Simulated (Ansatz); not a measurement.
How far each method lies from RCCSDT(Q) for O–B–SiH, singlet

Geometry: displaced at random from a stationary point.

| atom | x (Å) | y (Å) | z (Å) |
| --- | --- | --- | --- |
| O | 0.0763 | 0.0350 | 1.9122 |
| B | -0.0886 | 0.0609 | 0.7187 |
| Si | -0.0119 | -0.0926 | -1.3166 |
| H | 0.0712 | 1.3720 | -1.3748 |

Basis cc-pVDZ; Ansatz 0.2.0. Correlated methods freeze the noble-gas cores, which leaves 14 electrons in 44 orbitals. R marks a restricted (for open shells ROHF) determinant, U an unrestricted one. Active spaces: frontier = (8e, 8o) about the gap.

Full CI isn't at hand for all of this; RCCSDT(Q) serves as the reference, and is uncertain by the last step of the cluster series or more. The frozen core follows each run's orbitals, which can shift R against U totals by a few meV.

Unrestricted rows (U) aren't spin-pure: their determinants' ⟨S²⟩ exceeds S(S+1) by up to 0.39, so they mix in states of higher spin.

The UHF ⟨S²⟩ is 0.389 and the T1 diagnostic (RCCSD) is 0.0224. The largest doubles amplitude (RCCSD) is 0.097.

| level | E − E(RCCSDT(Q)) (kJ/mol) | share of correlation (%) | wall time |
| --- | --- | --- | --- |
| RHF | 998.0 | 0.00 | – |
| UHF | 989.1 | 0.89 | – |
| RMP2 | 107.2 | 89.26 | – |
| UMP2 | 121.6 | 87.81 | – |
| CISD | 144.9 | 85.49 | 1.9 s |
| RCCSD | 40.9 | 95.90 | – |
| UCCSD | 42.0 | 95.79 | – |
| RCCSD(T) | 6.5 | 99.35 | 2.2 s |
| UCCSD(T) | 7.2 | 99.28 | 10 s |
| BCCD(T) | 6.2 | 99.38 | 0.94 s |
| RCCSDT | 3.6 | 99.64 | – |
| UCCSDT | 3.8 | 99.62 | – |
| UCCSDT(Q) | 0.0 | 100.00 | 3.4 min |

The correlation energy at RCCSDT(Q), counted from RHF, is -10.344 eV. That run took 41 s on 1 thread of Arm Neoverse V1, shared host.

Run but not shown, since their state, orbitals or frozen core can't be matched to the reference's or they repeat it: CASSCF (frontier space), MRCISD (frontier space), MRCISD+Q (frontier space).

Times hold each run's SCF and search for its determinant on a shared host, so for small cases they say little of a method's own cost; they ran on 1 thread of Arm Neoverse V1. Some runs computed forces too.
